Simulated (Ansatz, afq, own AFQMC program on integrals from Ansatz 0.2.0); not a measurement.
AFQMC on a folder of integrals that Ansatz 0.2.0 wrote.

```yaml
crystal:
  periodic: [false, false, false]
  atoms:
    - {symbol: B, position_ang: [0.000000, 0.000000, 0.419251]}
    - {symbol: B, position_ang: [0.000000, 0.000000, -2.016749]}
    - {symbol: H, position_ang: [0.000000, 0.000000, 1.597498]}
basis:
  gaussian: {orbitals: 6-31G}
magnetization: {spin_polarized: true, initial_magnetization: 3}
correlation: {method: ccsd_t, electrons: outside_noble_gas, hamiltonian_folder: ham}
```

```sh
$ ansatz run in.yaml --threads 1 --pin off --events-out ev --progress --plain --max-ram 16896MiB --backend cuda --devices 0, --max-vram 18GiB
```

Options of the walk:

```
--method free --trial hf --walkers 50 --time-step 0.01 --max-blocks 30 --target-error 0.00128 --factor-cut 1e-05 --seed 8783 --times 0.0,0.2,0.4,0.8,1.2 --taylor-order 4
```

Times are imaginary, in 1/Eh. The walk had a cap of 60 s.

Log:

```
orbitals 18  electrons 5 2  factors 104 of 284
reference energy -49.63949869 Eh
CCSD correlation -0.09220430 Eh in 19 cycles, weight of the determinant in the CISD state 0.6535
repeat  energy at the last time / Eh  error
    10  -49.736507  0.002650
    20  -49.736758  0.001924
    30  -49.737031  0.001395
time / (1/Eh)  energy / Eh  error  mean overlap
  0.00  -49.736516  0.001499  1.0000
  0.20  -49.737765  0.001523  0.9889
  0.40  -49.736558  0.001470  0.9935
  0.80  -49.734012  0.001520  1.0058
  1.20  -49.737031  0.001395  0.9949
energy -49.737031 +/- 0.001395 Eh
```

The run passed its tests (error under three times the target), which doesn't prove that it has relaxed.

Against this walk (error 38.0 meV) on the same determinant: CCSD(T) 4.7 meV higher (within the noise), CCSDT(Q) 102.0 meV lower, CCSDTQ 106.7 meV lower, full CI 108.5 meV lower. The error is statistical, and a free projection of finite length keeps a remainder of its start. The determinant is a poor start (see the cautions), so the low cluster orders aren't to be relied on, and full CI is the sure value.

Cautions: remainder of the start not in the error; error above the target (38.0 against 34.8 meV); lower spins were not checked; strong correlation (T1 0.118, weight of the determinant 0.65, largest double 0.33); unrestricted determinant slightly spin contaminated (⟨S²⟩ 3.85 against 3.75).

The walk took 6.1 s on 1 × NVIDIA H100 80GB HBM3 with 2 threads of AMD EPYC 7R13 Processor (Zen 3) (shared host) (the card was shared). The log's last line is the free-projection energy.

CCSDT and higher add their correlation energy to the determinant of the CCSD(T) run, since their own runs factorise the integrals more tightly (a shift of under 2 meV). A walk keeps the symmetry of its determinant, which the program's search chose and which needn't be the lowest solution, so a lower state of the same spin and another symmetry isn't excluded.
